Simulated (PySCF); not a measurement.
Compound: C4H5O (charge +1).
Atom-mapped SMILES: `[CH3:1][O:2][c:3]1[cH:4][cH+:5]1` (hydrogens: H6, H7, H8 on C1; H9 on C4; H10 on C5)

Level of theory: MP2 and CCSD/aug-cc-pVDZ in PySCF, restricted Hartree–Fock reference, frozen core, non-relativistic, gas phase, PBE0-D3(BJ)/def2-SVP geometry.

E(HF) = -228.93686 Eh.

Task: How large is the problem?

Result: 160 basis functions and 36 electrons; 5 orbitals frozen, which leaves o = 13 correlated occupied and v = 142 virtual orbitals. That is o·v = 1846 singles and o·v(o·v + 1)/2 = 1704781 distinct closed-shell doubles amplitudes before symmetry; the costliest CCSD step grows as o²v⁴ = 6.9 × 10^10.

Task: What are the MP2 and CCSD correlation energies?

Result: MP2 -0.6981 Eh and CCSD -0.7359 Eh, which gives totals of -229.63496 and -229.67274 Eh. That is 0.770 eV for each correlated electron at CCSD (1932 kJ/mol in all, 0.320 % of the total energy); MP2 gives 94.9 % of the CCSD value.

Task: What is the T1 diagnostic?

Result: 0.0143, below the customary warning level of 0.02. It is the norm of the spatial-orbital singles amplitudes over the root of the number of correlated electrons, so the norm is 0.073.

Connected triples and the basis-set limit are missing.

The job also held the EOM ionisation roots. Hardware: Intel Xeon Platinum 8259CL at 2.50 GHz, one thread, shared host with 96 logical CPUs at a one-minute load of 42. Cost: 4.0 min wall, 2.9 GiB resident at most.

Conformer computed: `[CH3:1][O:2][c:3]1[cH:4][cH+:5]1`: C1–O2–C3–C4 -1°.

One conformer stands for the species.
